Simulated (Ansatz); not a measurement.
The same path of CH5FSi + H (9 atoms, charge 0, multiplicity 2) was run twice with different band settings. Lost on the way: Si1–H2, Si1–F9. Made: Si1–H8, H2–F9.

These are results of Ansatz 0.2.0, UKS PBE/def2-SVP, not measurements.

Relaxed end points:

```xyz
9
Properties=species:S:1:pos:R:3
Si 0.010 0.350 0.851
H -0.744 -0.949 0.917
H 1.413 0.103 0.369
C -0.870 1.592 -0.240
H -1.900 1.783 0.124
H -0.325 2.557 -0.264
H -0.938 1.209 -1.280
H -0.111 -1.772 -2.051
F 0.108 0.946 2.381
```

```xyz
9
Properties=species:S:1:pos:R:3
Si -0.003 -0.230 -0.312
H -0.395 -0.083 2.095
H 1.491 -0.109 -0.179
C -0.866 1.440 -0.478
H -1.952 1.313 -0.657
H -0.725 2.003 0.465
H -0.437 2.027 -1.318
H -0.358 -1.214 -1.398
F -0.112 0.674 2.588
```

Common settings: spring 5.0 eV/Å²; optimiser quadratic models (default); start path through a guess of the saddle point; force threshold 0.05 eV/Å; iteration limit 60; end points relaxed.

| run | movable images | climbing image |
| --- | --- | --- |
| 1 | 5 | yes |
| 2 | 3 | no |

**Question.** What does each run give, and how far can it be trusted?

**Answer.** Run 1: converged after 20 iterations, highest image 1.089 eV above the first end. A vibrational analysis at the climbing image gives one clearly imaginary mode, 648i cm⁻¹: a first-order saddle point.
Run 2: not converged after 60 iterations, highest image 0.494 eV above the first end. The band didn't meet its force threshold, so its energies are provisional: the largest band force was still 0.10 eV/Å, and over the last iterations the top stayed at 0.50 eV. Neighbouring images lie up to 3.7 Å apart, so the band is torn or far too coarse. So few images can step over the top or miss a turn of the path.
